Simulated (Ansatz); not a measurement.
**How the cohesive energy of body-centred tetragonal In moves with the method**

The reference, 2.52 eV/atom (measured, 0 K, copied from a table, unchecked, 0 K, 1 atm; zero-point vibration energy not added; as tabulated in Kittel's textbook), is not set against levels without spin–orbit coupling, which matters for this solid.

| level (code) | value (eV/atom) | cell (Å³/atom) |
|---|---|---|
| LDA (Ansatz) | (withheld) | 24.59 |
| PBE (Ansatz) | 2.32 | 27.47 |
| revPBE (Ansatz) | (withheld) | 28.38 |
| PBE-D4 (Ansatz) | 2.67 | 26.07 |
| r²SCAN-D4 (Ansatz) | 2.52 | 25.87 |
| HSE06 (Ansatz) | 2.32 | 26.64 |

Fill in the missing entries.


- LDA (Ansatz, a program for electronic structure), value (eV/atom): 3.08
- revPBE (Ansatz), value (eV/atom): 1.98

Density-functional levels without +SOC have no spin–orbit coupling, which shifts binding energies of heavy elements. Each level is taken at its own relaxed cell. Cutoffs and k meshes differ between the levels. Ansatz's density-functional and Hartree–Fock values are scalar-relativistic unless marked +SOC, with PAW data made under PBE.
